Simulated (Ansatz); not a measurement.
## Basis-set limit of CHOP, singlet

```xyz
4

O     0.0000    0.0189    1.7341
C     0.0000    0.0338    0.5856
P     0.0000   -0.0670   -1.0874
H     0.0000    1.3572   -1.0865
```

Connectivity, by distances: O–C–PH.

Ansatz 0.2.0, RHF determinant, valence electrons correlated. Energies in eV.

```tsv
set	X	functions	Hartree–Fock	MP2 correlation	CCSD(T) correlation	time
def2-TZVPP	3	118	-12356.1043	-14.2236	-15.3232	4.8 s on 1 thread of Arm Neoverse V1 (shared host)
def2-QZVPP	4	214	-12356.5049	-15.2733	-16.2857	4.5 min on 1 thread of Arm Neoverse V1, on a shared host
```

Hartree–Fock is taken to follow E(X) = E∞ + A·exp(−7.88·√X), correlation E(X) = E∞ + B·X^−2.97.

Task: Work out the CCSD(T) energy at the limit, and how far the shortcut misses it that extrapolates MP2 and adds CCSD(T) minus MP2 from the smaller set.

Result: Hartree–Fock: E∞ = E4 + 0.1377·(E4 − E3) = -12356.5601. Correlation: E∞ = E4 + 0.7407·(E4 − E3) = -16.9986 for CCSD(T) and -16.0509 for MP2. The limit is -12373.5587 eV, 0.768 eV below def2-QZVPP. The shortcut gives a correlation energy of -16.0509 + (-1.0996) = -17.1506, 152 meV lower than the direct value.

Past Ne part of the Hartree–Fock step between the two sets comes from the cores, which don't follow the formula, so the 55 meV that it adds to the total can overshoot; that part largely cancels in differences.
